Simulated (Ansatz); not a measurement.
One change: `B[NH][AlH2]` becomes `[AlH2][NH][SiH3]`.

Ansatz, PBE0-D4/def2-TZVP geometries, multiplicity 1. 

| property | `B[NH][AlH2]` |
| --- | --- |
| HOMO–LUMO gap (B3LYP/def2-TZVPP) / eV | 6.77 |
| LUMO energy (PBE0/def2-TZVPP) / eV | -1.30 |
| size of the dipole moment (B3LYP/def2-TZVPP) / D | 1.39 |
| HOMO–LUMO gap (PBE/def2-TZVPP) / eV | 5.00 |
| HOMO–LUMO gap (PBE0/def2-TZVPP) / eV | 7.16 |
| HOMO energy (PBE/def2-TZVPP) / eV | -7.12 |

**Question.** Give the same properties after the change, and the shifts. (An estimate is asked.)

**Answer.** The calculation gave: 
```
                                        property  `[AlH2][NH][SiH3]`  shift
           HOMO–LUMO gap (B3LYP/def2-TZVPP) / eV                6.37  -0.40
              LUMO energy (PBE0/def2-TZVPP) / eV               -0.96   0.34
size of the dipole moment (B3LYP/def2-TZVPP) / D                0.92  -0.47
             HOMO–LUMO gap (PBE/def2-TZVPP) / eV                4.76  -0.24
            HOMO–LUMO gap (PBE0/def2-TZVPP) / eV                6.80  -0.36
               HOMO energy (PBE/def2-TZVPP) / eV               -6.49   0.63
```

With PBE0 the HOMO rises by 0.70 eV and the LUMO rises by 0.34 eV, so the gap narrows by about 0.36 eV. PBE moves the HOMO by 0.63 eV and ωB97M-V by 0.67 eV. The zero-point energy changes by 8.5 kJ/mol with +3 modes. Dipoles are sizes alone; their direction can turn.

B3LYP here is the variant with VWN-RPA as its local correlation; programs differ in this.
